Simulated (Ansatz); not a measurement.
## Two structures, one formula

Two relaxed structures of CH₄BSi, doublet (PBE0-D4/def2-TZVP; forces vanish, vibrations not checked).

A:

B1  (-0.210, -0.024, -0.152)
C2  (-1.327, -0.148, -0.965)
Si3  (1.316, 0.147, 0.957)
H4  (-2.279, 0.321, -0.731)
H5  (-1.322, -0.724, -1.887)
H6  (1.626, -0.788, 2.059)
H7  (2.312, 1.229, 0.804)
(Å)

B:

B1  (-1.431, -0.152, -0.551)
C2  (-0.293, -0.046, 0.190)
Si3  (1.184, 0.124, 1.228)
H4  (-2.411, -0.243, -1.190)
H5  (0.756, 0.871, 2.443)
H6  (1.729, -1.197, 1.637)
H7  (2.260, 0.889, 0.543)
(Å)

Ansatz 0.2.0; basis: def2-TZVPP; cores frozen in the correlated methods; orbitals are unrestricted. B3LYP uses VWN-RPA correlation.

(1) Which structure is lower at CCSD(T), and by how much? (Judge from chemistry; the value comes from the calculation.)

(2) Do the other methods give the same order? (Judge from chemistry; the calculation decides.)

No T1 diagnostic of these runs exceeds 0.025. ⟨S²⟩ of the unrestricted Hartree–Fock references: 0.77 to 0.81 (a pure state has 0.75). The unrestricted reference is spin-contaminated, which hurts MP2 most.

Answers

(1) By the calculation: A, by 8.08 kcal/mol (electronic energy, against the other). By their contacts, A is CH₄BSi ([CH2][B][SiH2]) and B is CH₄BSi ([BH][C][SiH3]).

(2) Computed: Not all: HF gives the other order.

```csv
method,E(B) − E(A) (kcal/mol)
PBE-D4,13.52
r2SCAN-D4,10.26
PBE0-D4,11.40
B3LYP-D4,8.00
wB97M-V,6.71
HF,-2.55
MP2,7.67
CCSD,6.68
CCSD(T),8.08
```

Labels in which every atom is bracketed show which atoms are joined, not bond orders.

For scale, one of the runs: CCSD(T)/def2-TZVPP, 160 basis functions, launched by `ansatz run in.yaml --threads 2 --pin off --events-out ev --progress --plain --max-ram 4352MiB`. Hardware: 2 CPU threads of an Arm Neoverse V1, shared host. Wall time 53 s; peak host memory 2.7 GiB.
